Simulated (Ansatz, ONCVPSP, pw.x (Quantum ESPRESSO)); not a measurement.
## What a changed setting does to a pw.x run (bcc Tl)

Potential: optimised norm-conserving Vanderbilt (ONCV), ONCVPSP 4.0.1.1 (patched build), PBEsol; core [Xe] 4f14, reference 5d10 6s2 6p1; waves: 6s: rc 2.10 bohr, ncon 3, nbas 6, qcut 3.2 1/bohr, 2 projectors, debl 2.1 Ha; 6p: rc 2.95 bohr, ncon 4, nbas 7, qcut 2.3 1/bohr, 3 projectors, debl 3.8 Ha; 5d: rc 1.50 bohr, ncon 4, nbas 9, qcut 10.6 1/bohr, 2 projectors, debl 1.5 Ha; f scattering state at 0.09 Ha: rc 3.15 bohr, ncon 4, nbas 8, qcut 4 1/bohr, 1 projector; local part: polynomial inside 1.40 bohr (lpopt 4, dvloc0 4 Ha); core correction: none.

The reference run (k-mesh 12³, cutoffs 65/260 Ry, Fermi–Dirac 0.01 Ry, mixing_beta 0.4, conv_thr 1e-9, no spin) gives -0.27 GPa at 28.851 Å³/atom, where all-electron LAPW gives -0.24 GPa. This run, with its own iteration cap, changes smearing to mv.

```
&control
  calculation='scf', prefix='x', pseudo_dir='./', outdir='./tmp', tstress=.true., disk_io='none'
/
&system
  ibrav=0, nat=1, ntyp=1, ecutwfc=65, ecutrho=260, nbnd=14,
  occupations='smearing', smearing='mv', degauss=0.01
/
&electrons
  conv_thr=1e-09, mixing_beta=0.4, electron_maxstep=60
/
ATOMIC_SPECIES
Tl 1.0 Tl.UPF
CELL_PARAMETERS angstrom
  -1.93211791 1.93211791 1.93211791
  1.93211791 -1.93211791 1.93211791
  1.93211791 1.93211791 -1.93211791
ATOMIC_POSITIONS crystal
Tl 0.0000 0.0000 0.0000
K_POINTS automatic
12 12 12 0 0 0
```

```bash
pw.x < Tl.scf.in > Tl.scf.out
```

How does the run end?

It converges in 8 iterations; the free energy moves by +17.9 meV/atom and the pressure by -0.17 GPa. This scheme is built to cancel the term in the square of the width that Fermi–Dirac smearing leaves in the F of a metal.

```
Message from routine setup:
     using ibrav=0 with symmetry is DISCOURAGED, use correct ibrav instead
     lattice parameter (alat)  =       6.3240  a.u.
     unit-cell volume          =     194.6962 (a.u.)^3
     number of electrons       =        13.00
     number of Kohn-Sham states=           14
     kinetic-energy cutoff     =      65.0000  Ry
     charge density cutoff     =     260.0000  Ry
     scf convergence threshold =      1.0E-09
     Exchange-correlation= PBESOL
     number of k points=    72  Marzari-Vanderbilt smearing, width (Ry)=  0.0100
     iteration #  1     ecut=    65.00 Ry     beta= 0.40
     total energy              =    -100.41575307 Ry
     estimated scf accuracy    <       0.00644937 Ry
     iteration #  2     ecut=    65.00 Ry     beta= 0.40
     total energy              =    -100.41626827 Ry
     estimated scf accuracy    <       0.00057828 Ry
     iteration #  3     ecut=    65.00 Ry     beta= 0.40
     total energy              =    -100.41635124 Ry
     estimated scf accuracy    <       0.00006672 Ry
     [... 2 iterations left out ...]
     iteration #  6     ecut=    65.00 Ry     beta= 0.40
     total energy              =    -100.41635405 Ry
     estimated scf accuracy    <       0.00000005 Ry
     iteration #  7     ecut=    65.00 Ry     beta= 0.40
     total energy              =    -100.41635405 Ry
     estimated scf accuracy    <          2.4E-09 Ry
     iteration #  8     ecut=    65.00 Ry     beta= 0.40
     the Fermi energy is    10.3757 ev
!    total energy              =    -100.41635405 Ry
     estimated scf accuracy    <          4.6E-10 Ry
     smearing contrib. (-TS)   =       0.00002921 Ry
     The total energy is F=E-TS. E is the sum of the following terms:
     one-electron contribution =     -23.90023783 Ry
     hartree contribution      =      20.89497395 Ry
     xc contribution           =     -13.18745527 Ry
     ewald contribution        =     -84.22366411 Ry
     convergence has been achieved in   8 iterations
          total   stress  (Ry/bohr**3)                   (kbar)     P=       -4.39
     Message from routine punch:
     Nothing written, as per user request (disk_io='none')
```

The run took about 23 s on one core of a shared host (Neoverse-V2, 32 threads, 247 GiB, load 10).
